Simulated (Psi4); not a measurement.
This Psi4 input (PBE0/def2-QZVPPD) gives -1.16903 Eh with 66 basis functions.

```
memory 2025 MB

molecule {
0 1
H    -0.00000000   -0.00000000   -0.37201156
H     0.00000000    0.00000000    0.37201156
}

set {
  basis def2-qzvppd
  scf_type df
}

energy('pbe0')
print_variables()
```

Change:
```diff
- basis def2-qzvppd
+ basis pcseg-0
```

Problem. What does the run give now?

Solution. -1.15801 Eh (PBE0/pcseg-0, 4 functions), a change of +11.02 mEh.
